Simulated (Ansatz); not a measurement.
Input file:

```yaml
crystal:
  periodic: [false, false, false]
  atoms:
    - {symbol: C, position_ang: [0.000000, 0.000000, 0.923868]}
    - {symbol: Li, position_ang: [0.000000, 0.000000, -2.060132]}
    - {symbol: H, position_ang: [0.000000, 0.876160, 1.588923]}
    - {symbol: H, position_ang: [0.000000, -0.876160, 1.588923]}
basis:
  gaussian: {orbitals: 6-31G}
magnetization: {spin_polarized: false, initial_magnetization: 1}
correlation: {method: fci, electrons: outside_noble_gas}
```

```sh
$ ansatz run in.yaml --threads 1 --pin off --events-out ev --progress --plain --max-ram 2393MiB
```

Output:

```
490 factors; integrals over basis functions are off by at most 1.7e-7 eV
mean field evaluation 1: about -1258.7838 eV, gradient 1.9e1 eV
mean field evaluation 2: about -1258.7843 eV, gradient 1.9e1 eV
mean field evaluation 4: about -1259.0216 eV, gradient 1.2e1 eV
mean field evaluation 8: about -1259.7858 eV, gradient 3.1e-1 eV
mean field evaluation 16: about -1258.7838 eV, gradient 1.9e1 eV
mean field evaluation 32: about -1260.2747 eV, gradient 1.3e-5 eV
mean field evaluation 64: about -1260.2747 eV, gradient 1.7e-6 eV
mean field evaluation 96: about -1259.7800 eV, gradient 4.5e-1 eV
mean field -1260.27467757 eV, -46.3142401558 hartree, gradient 1.7e-6 eV, S^2 0.750000; 9 other end points of the search recorded, 0 dependent functions left out
determinant -1260.27467757 eV, -46.3142401558 hartree, with singles and doubles -1263.35034647 eV, -46.4272689033 hartree
determinant -1259.78695392 eV, -46.2963166422 hartree, with singles and doubles -1262.18253025 eV, -46.3843524487 hartree
determinant -1258.18536709 eV, -46.2374594120 hartree, with singles and doubles -1260.59600789 eV, -46.3260488273 hartree
unrestricted determinant -1260.93383401 eV, -46.3384637082 hartree, S^2 1.5092
2 core orbitals not correlated: weight in the atoms' cores, before any rotation towards them, 1.000 or more for the frozen orbitals, at most 0.000 for the correlated occupied ones
reference -1260.27467757 eV, -46.3142401558 hartree; 4, 3 occupied and 16, 17 virtual orbitals, 490 factors
state -1263.48898316 eV, -46.4323637075 hartree
Total energy: -1263.48898316 eV, -46.4323637075 hartree
```

Ran on 1 thread of AMD EPYC 7B13, shared host: 13 s wall, 0.25 GiB peak host memory.
